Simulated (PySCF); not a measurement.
Breaking a bond: SMILES C#C (C₂H₂). The C1–H4 bond (C1 also carries C; H4 carries nothing else) is stretched with both fragments frozen at the PBE0/def2-TZVP optimised geometry.

Methods: RCCSD(T) = CCSD(T) on RHF/6-31G, 2 core orbitals frozen in PySCF; UKS-PBE = unrestricted PBE/6-31G in PySCF; RMP2 = MP2 on RHF/6-31G, 2 core orbitals frozen in PySCF; RKS-PBE = restricted PBE/6-31G run with PySCF; UCCSD(T) = CCSD(T) on UHF/6-31G, 2 core orbitals frozen run with PySCF 2.14.0.

Energies are in eV, each relative to the lowest point of its own curve near equilibrium.

| R / Å | RCCSD(T) | UKS-PBE | RMP2 | RKS-PBE | UCCSD(T) |
|---|---|---|---|---|---|
| 0.85 | 1.551 | 1.530 | 1.515 | 1.530 | 1.551 |
| 0.90 | 0.835 | 0.822 | 0.807 | 0.822 | 0.835 |
| 0.96 | 0.313 | 0.306 | 0.294 | 0.306 | 0.313 |
| 1.00 | 0.119 | 0.115 | 0.107 | 0.115 | 0.119 |
| 1.02 | 0.059 | 0.056 | 0.051 | 0.056 | 0.059 |
| 1.06 | 0.000 | 0.000 | 0.000 | 0.000 | 0.000 |
| 1.09 | 0.001 | 0.003 | 0.008 | 0.003 | 0.001 |
| 1.14 | 0.071 | 0.077 | 0.090 | 0.077 | 0.071 |
| 1.17 | 0.146 | 0.154 | 0.172 | 0.154 | 0.146 |
| 1.25 | 0.432 | 0.447 | 0.480 | 0.447 | 0.432 |
| 1.31 | 0.701 | 0.724 | 0.770 | 0.724 | 0.701 |
| 1.43 | 1.309 | 1.358 | 1.426 | 1.358 | 1.309 |
| 1.59 | 2.146 | 2.249 | 2.347 | 2.249 | 2.167 |
| 1.74 | 2.872 | 3.052 | 3.177 | 3.052 | 2.954 |
| 1.92 | 3.610 | 3.924 | 4.078 | 3.924 | 3.779 |
| 2.12 | 4.231 | 4.750 | 4.929 | 4.754 | 4.483 |
| 2.33 | 4.661 | 5.297 | 5.647 | 5.469 | 4.966 |
| 2.61 | 4.943 | 5.656 | 6.333 | 6.202 | 5.262 |
| 2.84 | 5.008 | 5.803 | 6.684 | 6.649 | 5.347 |
| 3.18 | 4.969 | 5.910 | 6.899 | — | 5.387 |
| 3.72 | 4.815 | 5.969 | 6.655 | — | 5.400 |

At the longest distance, 3.72 Å, RMP2 lies highest above its minimum (6.655 eV) and RCCSD(T) lowest (4.815 eV).

The RCCSD(T) curve passes through a maximum at 2.84 Å and then falls by 0.193 eV up to the last usable point.

The RMP2 curve passes through a maximum at 3.18 Å and then falls by 0.245 eV up to the last usable point.

Dashes: no converged value, or the column stops at the first point that the program doubted or that broke a chosen test of continuity, which isn't proof of a fault.

The T1 diagnostic of CCSD on the restricted reference of RCCSD(T), RMP2 exceeds 0.045 at 2.61 to 3.72 Å. The unrestricted determinant behind UKS-PBE is spin-contaminated at 2.12 to 3.72 Å (<S²> up to 1.0, against 0.00 for a pure singlet). The restricted form behind RMP2, RKS-PBE keeps the bonding electrons paired and can't separate into open-shell fragments. The unrestricted determinant behind UCCSD(T) is spin-contaminated at 1.59 to 3.72 Å (<S²> up to 1.4, against 0.00 for a pure singlet).
